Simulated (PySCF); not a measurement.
# Frontier orbitals and the lowest excitations

Species: C₃H₁₀P₂S.
Cartesian coordinates in Å at the GFN2-xTB level; atoms count from 1:
```xyz
16
C3H10P2S angstrom
C     -0.700    1.640    0.124
P     -0.496   -0.154    0.439
C     -1.739   -0.943   -0.662
S     -0.628   -0.686    2.297
C      1.118   -0.581   -0.359
P      2.454    0.499    0.370
H     -0.543    1.875   -0.927
H      0.022    2.178    0.738
H     -1.707    1.925    0.428
H     -1.604   -2.023   -0.620
H     -2.727   -0.704   -0.269
H     -1.652   -0.594   -1.688
H      1.059   -0.405   -1.437
H      1.314   -1.640   -0.170
H      2.323   -0.011    1.659
H      3.499   -0.368    0.065
```

Computed, not measured: TDDFT wB97X-D/def2-SVPD, vertical, gas phase, core orbitals frozen in the response (PySCF 2.14.0, density-fitted response routines).

Frontier orbitals with the atoms that hold most of them (Löwdin shares over 4%, at most four atoms; ? is withheld):

```json
{"orbital": "HOMO-3", "ε (eV)": "-11.41", "atoms": "S4 52%, P2 19%, C5 8%, C1 4%"}
{"orbital": "HOMO-2", "ε (eV)": "-9.50", "atoms": "P6 64%, C5 13%, H15 8%, H16 7%"}
{"orbital": "HOMO-1", "ε (eV)": "-8.28", "atoms": "S4 74%, P2 14%, C5 6%"}
{"orbital": "HOMO", "ε (eV)": "-8.26", "atoms": "S4 74%, P2 14%, C3 5%"}
{"orbital": "LUMO", "ε (eV)": "?", "atoms": "?"}
{"orbital": "LUMO+1", "ε (eV)": "2.34", "atoms": "P6 33%, H16 13%, S4 11%, P2 8%"}
{"orbital": "LUMO+2", "ε (eV)": "2.44", "atoms": "P6 24%, S4 21%, C1 8%, C5 8%"}
```

Question: Which atoms hold the LUMO, and with what shares?

Answer: P6 (bonded to C and 2 H) 16%; C5 (bonded to 2 P and 2 H) 13%; C3 (bonded to P and 3 H) 10%; H13 (bonded to C) 9%. By element: carbon 22% or more, phosphorus 16% or more, hydrogen 9% or more.

Question: What is the LUMO energy, and the HOMO–LUMO gap?

Answer: ε(LUMO) = 1.70 eV; the gap is 9.96 eV (0.3660 hartree).

Question: How does S1 compare with the orbital gap of 9.96 eV?

Answer: S1 is at 6.21 eV (f = 0.045), 3.75 eV below the gap, made of HOMO→LUMO (32%), HOMO→LUMO+4 (26%), HOMO→LUMO+2 (16%). Without the coupling terms of the response equations the lowest excitation would equal the gap.

Next come S2 at 6.25 eV (f 0.058), HOMO-1→LUMO (38%), HOMO-1→LUMO+2 (21%), HOMO-1→LUMO+4 (17%); S3 at 6.30 eV (f 0.0033), HOMO-1→LUMO+1 (36%), HOMO-1→LUMO (29%), HOMO-1→LUMO+2 (10%); S4 at 6.33 eV (f 0.0091), HOMO→LUMO (45%), HOMO→LUMO+2 (15%); S5 at 6.43 eV (f 0.016), HOMO-1→LUMO+1 (27%), HOMO-1→LUMO (13%), HOMO-1→LUMO+4 (10%).

Löwdin shares depend on the basis, the more so with diffuse functions.

One conformer stands for the species.
